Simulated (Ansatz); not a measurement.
Rock-salt RbCl was calculated with G0W0@LDA in Ansatz (plane waves, hard PAW, contour deformation).

The cell has the measured lattice parameters. Conventional cell: a = 6.5898 Å, b = 6.5898 Å, c = 6.5898 Å, α = 90.00°, β = 90.00°, γ = 90.00°.

The quasiparticle gap at Γ at a fixed k mesh 4×4×4:

```json
[
 {"response cutoff": "150 eV, 548 empty bands", "value (eV)": "7.542"},
 {"response cutoff": "200 eV, 844 empty bands", "value (eV)": "7.602"},
 {"response cutoff": "250 eV, 1180 empty bands", "value (eV)": "7.636"},
 {"response cutoff": "300 eV, 1551 empty bands", "value (eV)": "7.657"}
]
```

Q: Taking the value to converge with the response cutoff E as E^(−3/2), extrapolate from the last two rows.

A: With y = y∞ + c/w and weights w = 3953 and 5196 for the last two rows, y∞ = (w2 y2 − w1 y1)/(w2 − w1) = (5196 × 7.657 − 3953 × 7.636)/1243 = 7.724 eV, which lies 0.067 beyond the last row. Successive pairs of rows give 7.713, 7.721, 7.724. The limit also hangs on the law assumed, so its last digits aren't firm.

The other settings are not extrapolated, so this is the limit in one setting alone.

Spin–orbit coupling is not included.

Ansatz is a program for electronic structure.
